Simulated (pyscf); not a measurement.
Thermochemistry of product channels of H₃Si–SH on the singlet surface, in kcal/mol, from ωB97M-D3(BJ)/def2-TZVP energies (ideal gas, 1 atm, RRHO with modes under 100 cm⁻¹ raised to 100, one conformer, R ln 2 for rigid chiral ones). Single points on ωB97X-D3(BJ)/def2-SVP structures (PySCF, gas phase).

```json
[
 {"products": ":HSi–SH [singlet] + H₂", "ΔE": "?", "ΔH(298 K)": "+38.9", "ΔG(298 K)": "+30.8", "ΔG(1200 K)": "+5.0"},
 {"products": "H₂Si=S + H₂", "ΔE": "?", "ΔH(298 K)": "+29.7", "ΔG(298 K)": "+22.1", "ΔG(1200 K)": "-1.3"}
]
```

### Question
Some entries are withheld; supply them.

### Answer

- :HSi–SH [singlet] + H₂, ΔE: +41.9
- H₂Si=S + H₂, ΔE: +32.6

These are energies of the channels, which say nothing of barriers.
